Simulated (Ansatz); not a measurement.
A made-up structure of BH2O (charge -1), closed shell:

B1  (0.022, -0.007, 0.014)
O2  (0.872, -0.273, 0.552)
H3  (-1.037, -0.662, 0.253)
H4  (0.142, 0.941, -0.819)
(Å)

It is relaxed with PBE-D4/def2-SVPD and then PBE0-D4/def2-TZVPD (Ansatz 0.2.0). Atoms count as bonded within 1.22 times the sum of their covalent radii (H–H: 0.88 Å). The end point is not checked to be a true minimum.

(1) Does its bonding change? (A judgement: the text doesn't fix the answer.)

Answers

(1) By the calculation: No: no bond forms or breaks.

Where it ends: The first stage lowers the energy by 3.50 eV in 6 steps. It ends as BH₂O ([BH2][O]), total charge -1:
```tsv
atom	x (Å)	y (Å)	z (Å)
B1	0.0278	-0.0087	0.0176
O2	1.0762	-0.3363	0.6811
H3	-1.0980	-0.5698	0.1470
H4	-0.0060	0.9147	-0.8457
```

Labels in which every atom is bracketed show which atoms are joined, not bond orders.

For scale, one of the runs: PBE0-D4/def2-TZVPD relaxation, 95 basis functions, launched by `ansatz run in.yaml --threads 2 --pin off --events-out ev --progress --plain --max-ram 4352MiB`. The run took about 4.8 s on 2 CPU threads of an Arm Neoverse V1 (shared host).
